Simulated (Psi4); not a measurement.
Psi4 input (wB97X-D/6-31G*):

```
memory 1500 MB

molecule {
0 2
C     0.63874074    1.89342072    0.00195313
C     0.70759502    0.41078658   -0.00085840
C    -0.67868192   -0.27216770    0.00012135
C    -0.57821489   -1.79458016   -0.00101925
H    -1.56665414   -2.25771799    0.00015324
H     0.51105224    2.44129269    0.92609949
H     0.56597606    2.44963775   -0.92296600
H    -0.04027726   -2.15383375    0.87959394
H    -0.04295922   -2.15268690   -0.88372300
H     1.25830305    0.06017311   -0.88002076
H     1.25857447    0.05724931    0.87754096
H    -1.24137110    0.06620165   -0.87423145
H    -1.23927780    0.06492752    0.87637274
symmetry c1
no_reorient
no_com
}

set {
  basis 6-31G*
  reference uks
  scf_type pk
  dft_radial_points 99
  dft_spherical_points 590
  e_convergence 1e-8
  d_convergence 1e-7
  maxiter 150
}

e = energy('wb97x-d')
print_out(f'\nFINAL {e:.10f} DIPOLE {variable("CURRENT DIPOLE")[0]:.6f} {variable("CURRENT DIPOLE")[1]:.6f} {variable("CURRENT DIPOLE")[2]:.6f}\n')
```

From the last part of the output:

```
              A
    DOCC [    16 ]
    SOCC [     1 ]
    NA   [    17 ]
    NB   [    16 ]

  @UKS Final Energy:  -157.73227427665589

   => Energetics <=

    Nuclear Repulsion Energy =            123.0158302317106234
    One-Electron Energy =                -453.9238544206264123
    Two-Electron Energy =                 190.0953296357885449
    DFT Exchange-Correlation Energy =     -16.9141315772439071
    Empirical Dispersion Energy =          -0.0054481462847436
    VV10 Nonlocal Energy =                  0.0000000000000000
    Total Energy =                       -157.7322742766558861

  UHF NO Occupations:
  HONO-2 :   15  A 1.9996546
  HONO-1 :   16  A 1.9987347
  HONO-0 :   17  A 1.0000000
  LUNO+0 :   18  A 0.0012653
  LUNO+1 :   19  A 0.0003454
  LUNO+2 :   20  A 0.0003169
  LUNO+3 :   21  A 0.0002795

Computation Completed

Properties will be evaluated at   0.000000,   0.000000,   0.000000 [a0]

Properties computed using the SCF density matrix

 Multipole Moments:

 ------------------------------------------------------------------------------------
     Multipole            Electronic (a.u.)      Nuclear  (a.u.)        Total (a.u.)
 ------------------------------------------------------------------------------------

 L = 1.  Multiply by 2.5417464519 to convert [e a0] to [Debye]
 Dipole X            :         -0.0707878           -0.0000000           -0.0707878
 Dipole Y            :         -0.0757902            0.0000001           -0.0757901
 Dipole Z            :         -0.0017648            0.0000003           -0.0017646
 Magnitude           :                                                    0.1037216

 ------------------------------------------------------------------------------------

FINAL -157.7322742767 DIPOLE -0.070788 -0.075790 -0.001765

*** Psi4 exiting successfully. Buy a developer a beer!
```
